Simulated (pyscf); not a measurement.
PySCF, gas phase, ωB97X-D3(BJ)/def2-SVP geometries.

Q: Estimate by transition-state theory the rate constant of F–SiH•–F + NH₃ → H₂N–Si•(F)–F + H₂ (doublet surface; H–Si, H–N broken, N–Si, H–H formed) at 1200 K, with ωB97M-D3(BJ)/def2-TZVP energies (ideal gas, 1 atm, RRHO with modes under 100 cm⁻¹ raised to 100, one conformer, R ln 2 for chiral ones without a mode under 150 cm⁻¹; no tunnelling).

A: The electronic barrier is 24.3 kcal/mol and the thermal terms add +38.0, so ΔG‡ = 62.3 kcal/mol. With k_BT/h = 2.50e+13 s⁻¹ and RT = 2.385 kcal/mol, and a volume of 1.64e-19 cm³ per molecule at 1 atm, k = 1.9e-17 cm³ molecule⁻¹ s⁻¹. Wigner's tunnelling factor for 1501i cm⁻¹ would be 1.14. A shift of 1 kcal/mol in the barrier changes k by a factor 1.5. On the reactant side the descent ends in an adduct with a N–Si contact, 5.1 kcal/mol under the separated species and 29.6 kcal/mol under the saddle at ωB97X-D3(BJ)/def2-TZVP. What is counted as formed (N–Si) is already present as a longer contact in the reactant adduct; forming that adduct is a step of its own. At the saddle there is also a short H–Si contact that neither side keeps. The same reactants have a lower exit, to H₂N–SiH(F)–F + H• (barrier +14.4 kcal/mol at ωB97M-D3(BJ), against +24.3 kcal/mol here). One saddle was located; it need not be the lowest between these sides.
